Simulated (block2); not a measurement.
**DMRG/STO-6G run of OF (Oxygen monofluoride)**

Aim: the vertical electron affinity of OF (Oxygen monofluoride) at DMRG/STO-6G, from 2 runs. The job is set up through a Python script.

The calculation is run with block2 0.5.4.

2 further runs of the same task are left out: 2 set aside as unsound or not needed.

### Step 1. The system as given

OF has 2 atoms, charge 0, and is taken as a doublet. SMILES: `[O]F`. Geometry: relaxed at PBE0-D4/def2-TZVP.

Bond lengths: O1–F2 1.330 Å.

### Step 2. A single-point energy at DMRG/STO-6G

Contents of run_dmrg.py:

```python
import numpy as np
from pyscf import cc, dft, gto, mcscf, mp, scf
from pyblock2._pyscf.ao2mo import integrals as itg
from pyblock2.driver.core import DMRGDriver, SymmetryTypes

geom = """
O      0.00000000     0.00000000    -0.03014113
F      0.00000000     0.00000000     2.48385602
"""
mol = gto.M(
    atom=geom,
    basis="sto-6g",
    unit="bohr",
    spin=1,
    verbose=3,
)
print("basis functions = %d" % (mol.nao))
mf = scf.ROHF(mol)
mf.conv_tol = 1e-10
mf.max_cycle = 200
mf.kernel()
if not mf.converged:
    mf = mf.newton().run(mf.mo_coeff, mf.mo_occ)
print("E(SCF) = %.10f" % (mf.e_tot))
ref = scf.UHF(mol).run(mf.make_rdm1(), conv_tol=1e-10)
pt = mp.MP2(ref, frozen=2).run()
mycc = cc.CCSD(ref, frozen=2)
mycc.max_cycle = 150
mycc.kernel()
print("MP2 total energy = %.10f" % (pt.e_tot))
if mycc.converged:
    print("E(CCSD) = %.10f" % (mycc.e_tot))
    print(f"E(CCSD(T)) = {mycc.e_tot + mycc.ccsd_t():.10f}")
ks = dft.UKS(mol, xc="wb97x").set(conv_tol=1e-9, verbose=3).run(mf.make_rdm1())
if ks.converged:
    print(f"E(wB97X) = {ks.e_tot:.8f}")
ks = dft.UKS(mol, xc="m062x").set(conv_tol=1e-9, verbose=3).run(mf.make_rdm1())
if ks.converged:
    print("E(M06-2X) = %.8f" % (ks.e_tot))
ks = dft.UKS(mol, xc="pbe0").set(conv_tol=1e-9, verbose=3).run(mf.make_rdm1())
if ks.converged:
    print("E(PBE0) = %.8f" % (ks.e_tot))
ks = dft.UKS(mol, xc="tpssh").set(conv_tol=1e-9, verbose=3).run(mf.make_rdm1())
if ks.converged:
    print("E(TPSSh) = %.8f" % (ks.e_tot))
ks = dft.UKS(mol, xc="m06l").set(conv_tol=1e-9, verbose=3).run(mf.make_rdm1())
if ks.converged:
    print("E(M06-L) = %.8f" % (ks.e_tot))
occ_no, mo = mcscf.addons.make_natural_orbitals(mp.MP2(mf.to_uhf(), frozen=2).run())
mf.mo_coeff = mo
ncas, n_elec, spin, ecore, h1e, g2e, orb_sym = itg.get_rhf_integrals(mf, ncore=2, ncas=8, pg_symm=False, g2e_symm=1)
dmrg = DMRGDriver(scratch="./tmp", symm_type=SymmetryTypes.SU2, stack_mem=1500 << 20, n_threads=1)
idx = dmrg.orbital_reordering(h1e, g2e, method="fiedler")
print("orbital order:", idx.tolist())
h1e = h1e[np.ix_(idx, idx)]
g2e = g2e[np.ix_(idx, idx, idx, idx)]
orb_sym = np.array(orb_sym)[idx]
dmrg.initialize_system(n_sites=ncas, n_elec=n_elec, spin=spin, orb_sym=orb_sym)
mpo = dmrg.get_qc_mpo(h1e=h1e, g2e=g2e, ecore=ecore, iprint=1)
occs = np.array([1.8] * 6 + [1.0] * 1 + [0.2] * 1)[idx]
psi = dmrg.get_random_mps(tag="GS", bond_dim=50, nroots=1, occs=occs)
bond_dims = [50] * 4 + [75] * 2 + [100] * 3
noises = [0.0001] * 4 + [0.0001] * 2 + [1e-05] * 3 + [0]
thrds = [1e-07] * 9
e = dmrg.dmrg(mpo, psi, n_sweeps=15, tol=1e-07, bond_dims=bond_dims, noises=noises, thrds=thrds, iprint=1)
ms, dws, es = dmrg.get_dmrg_results()
print("discarded weight = %.3e" % (dws[-1]))
print(f"total energy = {e:.10f}")
dm1 = dmrg.get_1pdm(psi)
print("occupation numbers =", np.round(np.linalg.eigvalsh(dm1)[::-1], 5).tolist())
c_act = mf.mo_coeff[:, 2:10][:, idx]
dm_ao = c_act @ dm1 @ c_act.T + 2 * mf.mo_coeff[:, :2] @ mf.mo_coeff[:, :2].T
print("dipole moment (debye) =", np.round(scf.hf.dip_moment(mol, dm_ao, verbose=0), 4).tolist())
print(f"largest bipartite entropy = {max(dmrg.get_bipartite_entanglement(psi)):.4f}")
csf, coef = dmrg.get_csf_coefficients(psi, cutoff=0.08, iprint=1)
print(f"c0^2 = {np.max(np.abs(coef)) ** 2:.4f}")
ci = mcscf.CASCI(mf, 8, (7, 6))
ci.fix_spin_(ss=0.75)
ci.fcisolver.conv_tol = 1e-10
ci.fcisolver.max_cycle = 200
ci.kernel()
print(f"E(FCI) = {ci.e_tot:.10f}")
```

The run is started by

```sh
python run_dmrg.py
```

What it wrote:

```text
basis functions = 10
converged SCF energy = -173.434922397316
E(SCF) = -173.4349223973
converged SCF energy = -173.436554055647  <S^2> = 0.76692705  2S+1 = 2.016856
E(UMP2) = -173.477371833092  E_corr = -0.0408177774450166
E(SCS-UMP2) = -173.482265319104  E_corr = -0.0457112634568268
E(UCCSD) = -173.4991984532344  E_corr = -0.06264439758752938
MP2 total energy = -173.4773718331
E(CCSD) = -173.4991984532
UCCSD(T) correction = -0.00108361022085061
E(CCSD(T)) = -173.5002820635
converged SCF energy = -174.08246618136  <S^2> = 0.75105855  2S+1 = 2.0010583
E(wB97X) = -174.08246618
converged SCF energy = -174.047641946524  <S^2> = 0.75176445  2S+1 = 2.0017637
E(M06-2X) = -174.04764195
converged SCF energy = -173.9531273424  <S^2> = 0.75089576  2S+1 = 2.0008956
E(PBE0) = -173.95312734
converged SCF energy = -174.126653936275  <S^2> = 0.75091841  2S+1 = 2.0009182
E(TPSSh) = -174.12665394
converged SCF energy = -174.140704659776  <S^2> = 0.75157774  2S+1 = 2.0015771
E(M06-L) = -174.14070466
E(UMP2) = -173.477510511284  E_corr = -0.0425881139682952
E(SCS-UMP2) = -173.482405790534  E_corr = -0.0474833932189156
orbital order: [6, 4, 3, 7, 1, 5, 2, 0]
integral symmetrize error =  0.0
integral cutoff error =  0.0
mpo terms =       2627

Build MPO | Nsites =     8 | Nterms =       2627 | Algorithm = FastBIP | Cutoff = 1.00e-20
 Site =     0 /     8 .. Mmpo =    14 DW = 0.00e+00 NNZ =       14 SPT = 0.0000 Tmvc = 0.000 T = 0.001
 Site =     1 /     8 .. Mmpo =    38 DW = 0.00e+00 NNZ =      131 SPT = 0.7538 Tmvc = 0.000 T = 0.001
 Site =     2 /     8 .. Mmpo =    60 DW = 0.00e+00 NNZ =      260 SPT = 0.8860 Tmvc = 0.000 T = 0.001
 Site =     3 /     8 .. Mmpo =    90 DW = 0.00e+00 NNZ =      411 SPT = 0.9239 Tmvc = 0.000 T = 0.001
 Site =     4 /     8 .. Mmpo =    60 DW = 0.00e+00 NNZ =     1175 SPT = 0.7824 Tmvc = 0.000 T = 0.002
 Site =     5 /     8 .. Mmpo =    38 DW = 0.00e+00 NNZ =      259 SPT = 0.8864 Tmvc = 0.000 T = 0.001
 Site =     6 /     8 .. Mmpo =    14 DW = 0.00e+00 NNZ =      130 SPT = 0.7556 Tmvc = 0.000 T = 0.000
 Site =     7 /     8 .. Mmpo =     1 DW = 0.00e+00 NNZ =       14 SPT = 0.0000 Tmvc = 0.000 T = 0.000
Ttotal =      0.007 Tmvc-total = 0.002 MPO bond dimension =    90 MaxDW = 0.00e+00
NNZ =         2394 SIZE =        16452 SPT = 0.8545

Rank =     0 Ttotal =      0.007 MPO method = FastBipartite bond dimension =      90 NNZ =         2394 SIZE =        16452 SPT = 0.8545

Sweep =    0 | Direction =  forward | Bond dimension =   50 | Noise =  1.00e-04 | Dav threshold =  1.00e-07
Time elapsed =      0.054 | E =    -173.5008760187 | DW = 1.72912e-20

Sweep =    1 | Direction = backward | Bond dimension =   50 | Noise =  1.00e-04 | Dav threshold =  1.00e-07
Time elapsed =      0.111 | E =    -173.5015605167 | DE = -6.84e-04 | DW = 2.43846e-20

Sweep =    2 | Direction =  forward | Bond dimension =   50 | Noise =  1.00e-04 | Dav threshold =  1.00e-07
Time elapsed =      0.169 | E =    -173.5015605167 | DE = -7.11e-15 | DW = 8.42344e-21

Sweep =    3 | Direction = backward | Bond dimension =   50 | Noise =  1.00e-04 | Dav threshold =  1.00e-07
Time elapsed =      0.226 | E =    -173.5015605167 | DE = 7.11e-15 | DW = 3.10639e-20

Sweep =    4 | Direction =  forward | Bond dimension =   75 | Noise =  1.00e-04 | Dav threshold =  1.00e-07
Time elapsed =      0.287 | E =    -173.5015605167 | DE = -7.11e-15 | DW = 1.67121e-20

Sweep =    5 | Direction = backward | Bond dimension =   75 | Noise =  1.00e-04 | Dav threshold =  1.00e-07
Time elapsed =      0.344 | E =    -173.5015605167 | DE = 7.11e-15 | DW = 2.93151e-20

Sweep =    6 | Direction =  forward | Bond dimension =  100 | Noise =  1.00e-05 | Dav threshold =  1.00e-07
Time elapsed =      0.404 | E =    -173.5015605167 | DE = 0.00e+00 | DW = 4.11945e-21

Sweep =    7 | Direction = backward | Bond dimension =  100 | Noise =  1.00e-05 | Dav threshold =  1.00e-07
Time elapsed =      0.460 | E =    -173.5015605167 | DE = -1.42e-14 | DW = 3.49289e-21

Sweep =    8 | Direction =  forward | Bond dimension =  100 | Noise =  1.00e-05 | Dav threshold =  1.00e-07
Time elapsed =      0.522 | E =    -173.5015605167 | DE = 0.00e+00 | DW = 1.98518e-21

Sweep =    9 | Direction = backward | Bond dimension =  100 | Noise =  0.00e+00 | Dav threshold =  1.00e-08
Time elapsed =      0.567 | E =    -173.5015605448 | DE = -2.81e-08 | DW = 8.47053e-21

discarded weight = 8.471e-21
total energy = -173.5015605448
occupation numbers = [1.99969, 1.99948, 1.99756, 1.99722, 1.97992, 1.92832, 1.01946, 0.07835]
dipole moment (debye) = [-0.0, -0.0, 0.263]
largest bipartite entropy = 0.2267
DTRIE T =      0.001
Number of CSF =          4 (cutoff =      0.08)
Sum of weights of included CSF =    0.992637011335998

CSF          0 -2202222  =    0.967209503341860
CSF          1 -2222022  =   -0.160252412922907
CSF          2 2-2+2-22  =    0.130936408119033
CSF          3 2-202222  =   -0.119656212385582
c0^2 = 0.9355
CASCI E = -173.501560552235  E(CI) = -55.6927142501620  S^2 = 0.7500000
E(FCI) = -173.5015605522
```

Wall time 5.7 s (1 thread of Arm Neoverse V2, shared host); peak memory 0.24 GiB.

### Step 3. The singlet anion: the energy at DMRG/STO-6G

Contents of dmrg.py:

```python
import numpy as np
from pyscf import cc, dft, gto, mcscf, mp, scf
from pyblock2._pyscf.ao2mo import integrals as itg
from pyblock2.driver.core import DMRGDriver, SymmetryTypes

geom = """
O      0.000000     0.000000    -0.015950
F      0.000000     0.000000     1.314400
"""
mol = gto.M(
    atom=geom,
    basis="sto-6g",
    charge=-1,
    verbose=4,
)
print("nao: %d" % (mol.nao))
mf = scf.RHF(mol)
mf.conv_tol = 1e-10
mf.max_cycle = 200
mf.kernel()
if not mf.converged:
    mf = mf.newton().run(mf.mo_coeff, mf.mo_occ)
print("SCF energy: %.10f" % (mf.e_tot))
# single-reference ladder for comparison
ref = mf
pt = mp.MP2(ref, frozen=2).run()
mycc = cc.CCSD(ref, frozen=2)
mycc.max_cycle = 150
mycc.kernel()
print(f"MP2 total energy: {pt.e_tot:.10f}")
if mycc.converged:
    print("E(CCSD): %.10f" % (mycc.e_tot))
    print("E(CCSD(T)): %.10f" % (mycc.e_tot + mycc.ccsd_t()))
    print("T1: %.4f" % (mycc.get_t1_diagnostic()))
# a few density functionals on the same geometry and basis
ks = dft.RKS(mol, xc="wb97x").set(conv_tol=1e-9, verbose=3).run()
if ks.converged:
    print(f"E(wB97X): {ks.e_tot:.8f}")
ks = dft.RKS(mol, xc="m062x").set(conv_tol=1e-9, verbose=3).run()
if ks.converged:
    print(f"E(M06-2X): {ks.e_tot:.8f}")
ks = dft.RKS(mol, xc="pbe0").set(conv_tol=1e-9, verbose=3).run()
if ks.converged:
    print("E(PBE0): %.8f" % (ks.e_tot))
ks = dft.RKS(mol, xc="tpssh").set(conv_tol=1e-9, verbose=3).run()
if ks.converged:
    print("E(TPSSh): %.8f" % (ks.e_tot))
ks = dft.RKS(mol, xc="m06l").set(conv_tol=1e-9, verbose=3).run()
if ks.converged:
    print("E(M06-L): %.8f" % (ks.e_tot))
# natural orbitals of MP2 give a compact matrix product state
occ_no, mo = mcscf.addons.make_natural_orbitals(mp.MP2(mf, frozen=2).run())
mf.mo_coeff = mo
ncas, n_elec, spin, ecore, h1e, g2e, orb_sym = itg.get_rhf_integrals(mf, ncore=2, ncas=8, pg_symm=False, g2e_symm=1)
driver = DMRGDriver(scratch="./tmp", symm_type=SymmetryTypes.SU2, stack_mem=1500 << 20, n_threads=1)
# order the orbitals along the chain
idx = driver.orbital_reordering(h1e, g2e, method="fiedler")
print("orbital order:", idx.tolist())
h1e = h1e[np.ix_(idx, idx)]
g2e = g2e[np.ix_(idx, idx, idx, idx)]
orb_sym = np.array(orb_sym)[idx]
driver.initialize_system(n_sites=ncas, n_elec=n_elec, spin=spin, orb_sym=orb_sym)
mpo = driver.get_qc_mpo(h1e=h1e, g2e=g2e, ecore=ecore, iprint=1)
occs = np.array([1.7] * 7 + [0.3] * 1)[idx]
ket = driver.get_random_mps(tag="GS", bond_dim=50, nroots=1, occs=occs)
bond_dims = [50] * 4 + [75] * 2 + [100] * 4
noises = [0.0001] * 4 + [0.0001] * 2 + [1e-05] * 4 + [0]
thrds = [1e-07] * 10
e = driver.dmrg(mpo, ket, n_sweeps=16, tol=1e-06, bond_dims=bond_dims, noises=noises, thrds=thrds, iprint=2)
ms, dws, es = driver.get_dmrg_results()
print("discarded weight: %.3e" % (dws[-1]))
print(f"final energy: {e:.10f}")
dm1 = driver.get_1pdm(ket)
print("NOONs:", np.round(np.linalg.eigvalsh(dm1)[::-1], 5).tolist())
c_act = mf.mo_coeff[:, 2:10][:, idx]
dm_ao = c_act @ dm1 @ c_act.T + 2 * mf.mo_coeff[:, :2] @ mf.mo_coeff[:, :2].T
print("dipole moment (debye):", np.round(scf.hf.dip_moment(mol, dm_ao, verbose=0), 4).tolist())
print("largest bipartite entropy: %.4f" % (max(driver.get_bipartite_entanglement(ket))))
# exact diagonalisation in the same space
ci = mcscf.CASCI(mf, 8, (7, 7))
ci.fix_spin_(ss=0)
ci.fcisolver.conv_tol = 1e-10
ci.fcisolver.max_cycle = 200
ci.kernel()
print(f"FCI energy: {ci.e_tot:.10f}")
```

The run is started by

```sh
python dmrg.py
```

What it wrote:

```text
[INPUT] verbose = 4
[INPUT] num. atoms = 2
[INPUT] num. electrons = 18
[INPUT] charge = -1
[INPUT] spin (= nelec alpha-beta = 2S) = 0
[INPUT] symmetry False subgroup None
[INPUT] Mole.unit = angstrom
[INPUT] Symbol           X                Y                Z      unit          X                Y                Z       unit  Magmom
[INPUT]  1 O      0.000000000000   0.000000000000  -0.015950000000 AA    0.000000000000   0.000000000000  -0.030141131687 Bohr   0.0
[INPUT]  2 F      0.000000000000   0.000000000000   1.314400000000 AA    0.000000000000   0.000000000000   2.483856018128 Bohr   0.0

nuclear repulsion = 28.6396506079152
number of shells = 6
number of NR pGTOs = 60
number of NR cGTOs = 10
basis = sto-6g
ecp = {}
CPU time:         0.51
nao: 10

******** <class 'pyscf.scf.hf.RHF'> ********
method = RHF
initial guess = minao
damping factor = 0
level_shift factor = 0
DIIS = <class 'pyscf.scf.diis.CDIIS'>
diis_start_cycle = 1
diis_space = 8
diis_damp = 0
SCF conv_tol = 1e-10
SCF conv_tol_grad = None
SCF max_cycles = 200
direct_scf = True
direct_scf_tol = 1e-13
chkfile to save SCF result = tmpvp3m684z
max_memory 1800 MB (current use 109 MB)
Set gradient conv threshold to 1e-05
Initial guess from minao.
init E= -173.158729824283
  HOMO = -0.275306591632702  LUMO = 0.140034898115333  gap/eV = 11.30202
[... 50 lines left out ...]
MP2 total energy: -173.2186719548
[... 101 lines left out ...]
 --> Site =    4-   5 .. Mmps =   13 Ndav =   4 E =   -173.2275321114 Error = 3.58e-24 FLOPS = 1.39e+08 Tdav = 0.00 T = 0.00
[... 29 lines left out ...]
 --> Site =    2-   3 .. Mmps =    9 Ndav =   4 E =   -173.2301167552 Error = 0.00e+00 FLOPS = 1.88e+08 Tdav = 0.00 T = 0.00
[... 29 lines left out ...]
 --> Site =    0-   1 .. Mmps =    3 Ndav =   1 E =   -173.2301174720 Error = 0.00e+00 FLOPS = 2.53e+07 Tdav = 0.00 T = 0.00
[... 20 lines left out ...]
 <-- Site =    1-   2 .. Mmps =   13 Ndav =   1 E =   -173.2301174720 Error = 4.58e-24 FLOPS = 6.26e+07 Tdav = 0.00 T = 0.00
[... 29 lines left out ...]
 <-- Site =    3-   4 .. Mmps =   11 Ndav =   1 E =   -173.2301174720 Error = 8.35e-21 FLOPS = 1.19e+08 Tdav = 0.00 T = 0.00
[... 29 lines left out ...]
 <-- Site =    5-   6 .. Mmps =    6 Ndav =   1 E =   -173.2301174720 Error = 0.00e+00 FLOPS = 6.24e+07 Tdav = 0.00 T = 0.00
[... 15 lines left out ...]
 --> Site =    1-   2 .. Mmps =    5 Ndav =   1 E =   -173.2301174720 Error = 0.00e+00 FLOPS = 6.61e+07 Tdav = 0.00 T = 0.00
 --> Site =    2-   3 .. Mmps =    6 Ndav =   1 E =   -173.2301174720 Error = 2.96e-52 FLOPS = 9.10e+07 Tdav = 0.00 T = 0.00
 --> Site =    3-   4 .. Mmps =    7 Ndav =   1 E =   -173.2301174720 Error = 1.53e-30 FLOPS = 1.03e+08 Tdav = 0.00 T = 0.00
 --> Site =    4-   5 .. Mmps =    7 Ndav =   1 E =   -173.2301174720 Error = 4.94e-22 FLOPS = 4.24e+07 Tdav = 0.00 T = 0.00
 --> Site =    5-   6 .. Mmps =    5 Ndav =   1 E =   -173.2301174720 Error = 6.92e-21 FLOPS = 2.94e+07 Tdav = 0.00 T = 0.00
 --> Site =    6-   7 .. Mmps =    4 Ndav =   1 E =   -173.2301174720 Error = 5.90e-21 FLOPS = 5.14e+06 Tdav = 0.00 T = 0.00
[... 8 lines left out ...]
discarded weight: 6.915e-21
final energy: -173.2301174720
NOONs: [1.99986, 1.99986, 1.99983, 1.998, 1.9972, 1.99719, 1.96156, 0.0465]
dipole moment (debye): [0.0, -0.0, -1.6682]
largest bipartite entropy: 0.1006

******** <class 'pyscf.mcscf.casci.CASCI'> ********
CAS (7e+7e, 8o), ncore = 2, nvir = 0
natorb = False
canonicalization = True
sorting_mo_energy = False
max_memory 1800 MB (current use 254 MB)
******** <class 'pyscf.fci.addons.SpinPenaltyFCISolver'> ********
max. cycles = 200
conv_tol = 1e-10
davidson only = True
linear dependence = 1e-12
level shift = 0.001
max iter space = 12
max_memory 1800 MB
nroots = 1
pspace_size = 400
spin = None
Density matrix diagonal elements [1.9998375  1.9998375  1.99981395 1.9972144  1.9972144  1.99783943
 1.96117947 0.04706335]
CASCI converged
CASCI E = -173.230117478144  E(CI) = -55.4224233643657  S^2 = 0.0000000
FCI energy: -173.2301174781
```

It took 3.3 s on 1 thread of Arm Neoverse V2, shared host; peak memory 0.24 GiB.

### Step 4. What came out

Level: DMRG/STO-6G, 2 core orbitals frozen.

```
                                                                   quantity          value
                                           run 1, DMRG/STO-6G: total energy  -173.50156 Eh
run 1, DMRG/STO-6G: dipole moment (of the density that the program reports)         0.26 D
                                                singlet anion: total energy  -173.23012 Eh
                              singlet anion: T1 diagnostic of the CCSD step          0.005
                          vertical electron affinity (to the singlet anion)      -7.386 eV
```

In words: The anion lies 7.39 eV (713 kJ/mol) above the neutral: the electron isn't bound at this level, and such a value depends on the basis. Without diffuse functions anions come out too high. In a minimal basis such a difference can be off by several eV, whatever the method.
